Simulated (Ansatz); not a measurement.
How far each method lies from full CI for HBAl, doublet

Geometry: a point of a breathe scan, not a stationary point.

```xyz
3

B     0.0000   -0.1015    0.3470
Al    0.0000   -0.0368   -1.9928
H     0.0000    0.1384    1.6457
```

Basis 6-31G; Ansatz 0.2.0. Correlated methods freeze the noble-gas cores, which leaves 7 electrons in 18 orbitals. R marks a restricted (for open shells ROHF) determinant, U an unrestricted one. Active spaces: valence = (7e, 9o) chosen from the atoms' valence shells; pair = (3e, 3o) about the gap.

Full CI is exact within this basis and frozen core; it isn't the basis-set limit. The frozen core follows each run's orbitals, which can shift R against U totals by a few meV.

For open shells CISD is restricted-active-space CI with the open shells as a complete middle space.

- UHF ⟨S²⟩: 0.936
- ⟨S²⟩ of the determinant under UCCSD: 0.801
- T1 diagnostic (RCCSD): 0.0325
- largest doubles amplitude (RCCSD): 0.085
- T1 diagnostic (UCCSD): 0.0362

| level | E − E(RHF) (eV) |
| --- | --- |
| RMP2 | -1.7509 |
| UMP2 | -1.7488 |
| RCCSD | -2.5614 |
| UCCSD | -2.5620 |
| RCCSD(T) | -2.6224 |
| UCCSD(T) | -2.6221 |

Question: Estimate how far full CI in 6-31G lies from RCCSD(T). The table doesn't fix it; the size of (T) and the diagnostics are the guide.

Answer: Full CI in 6-31G lies 0.84 kcal/mol below RCCSD(T), which is 60 % of the (T) step (-1.41 kcal/mol). T1 is raised, and the rest is a large part of (T).

The other levels:

| level | E − E(full CI) (kcal/mol) | share of correlation (%) | wall time |
| --- | --- | --- | --- |
| CISD | 5.68 | 90.73 | 0.39 s |
| BCCD(T) | 0.79 | 98.72 | 1.4 s |
| RCCSDT | 0.14 | 99.78 | – |
| UCCSDT | 0.14 | 99.78 | – |
| RCCSDT(Q) | 0.04 | 99.94 | 2.6 s |
| UCCSDT(Q) | 0.04 | 99.94 | 3.5 s |
| RCCSDTQ | 0.01 | 99.99 | 15 s |
| UCCSDTQ | 0.00 | 99.99 | 18 s |
| CASSCF (pair space) | 50.25 | 18.05 | – |
| NEVPT2 (pair space) | 18.90 | 69.18 | 0.6 s |
| MRCISD (pair space) | 4.34 | 92.92 | – |
| MRCISD+Q (pair space) | -0.32 | 100.52 | 0.93 s |
| CASSCF (valence space) | 14.93 | 75.65 | – |
| NEVPT2 (valence space) | 4.35 | 92.91 | 1.9 s |
| MRCISD (valence space) | 0.43 | 99.29 | – |
| MRCISD+Q (valence space) | 0.14 | 99.77 | 3.6 s |
| MRCISD+Q(relaxed) (valence space) | -0.08 | 100.14 | 4.4 s |

The correlation energy at full CI, counted from RHF, is -2.659 eV. That run took 16 s on 1 thread of Intel Xeon 6975P-C, shared host over 1,249,920 determinants.

Run but not shown, since their state or frozen core can't be matched to the reference's or they repeat it: UHF.

Times hold each run's SCF and search for its determinant on a shared host, so for small cases they say little of a method's own cost; they ran on 1 thread of Intel Xeon 6975P-C.

Not variational, and here over 5 meV under the exact energy: MRCISD+Q (pair space).

The full-CI state has the irrep A' of Cs, in the program's axes.

Natural occupations of full CI about the gap: 1.959 1.938 1.876 0.983 0.059 0.056 0.046 0.028 0.027 0.007; effectively unpaired electrons, Σ n²(2−n)², 1.11.
